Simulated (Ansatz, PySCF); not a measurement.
Dimer: CH4 (SMILES C) (first 5 atoms) with HF (SMILES F); geometry from A24 set.
(charge 0, multiplicity 1):
```xyz
7

C      0.000     0.000     1.771
H      0.516    -0.894     1.420
H      0.000     0.000     2.858
H      0.516     0.894     1.420
H     -1.032     0.000     1.420
H      0.000     0.000    -0.549
F      0.000     0.000    -1.468
```

Counterpoise-corrected where a basis set is named; no monomer relaxation. Rows marked so take none.

Correlated levels freeze the cores. Rows in 6-31G* carry no dispersion term and start afresh at each structure (6-31G* with six Cartesian d functions).

Run with Ansatz (Gaussian basis) for Hartree–Fock, density functionals and correlated methods; PySCF for 6-31G* rows, M06-2X, the dispersion terms. 

| level | interaction energy (kJ/mol) |
|---|---|
| PBE-D4/def2-TZVPPD | -8.3 |
| B3LYP/6-31G* (no counterpoise) | -6.1 |
| B3LYP/def2-TZVPPD | -4.1 |
| M06-2X/6-31G* (no counterpoise) | ? |
| M06-2X/def2-TZVPPD | -8.0 |
| MP2/aug-cc-pVDZ | -4.4 |
| CCSD/aug-cc-pVDZ | -3.7 |
| CCSD(T)/aug-cc-pVDZ | -4.3 |
| CCSD(T)/aug-cc-pVTZ | -6.5 |

Problem. Complete the blanks.

Solution. 
- M06-2X/6-31G* (no counterpoise), interaction energy (kJ/mol): -7.6

Ansatz is an electronic-structure program.
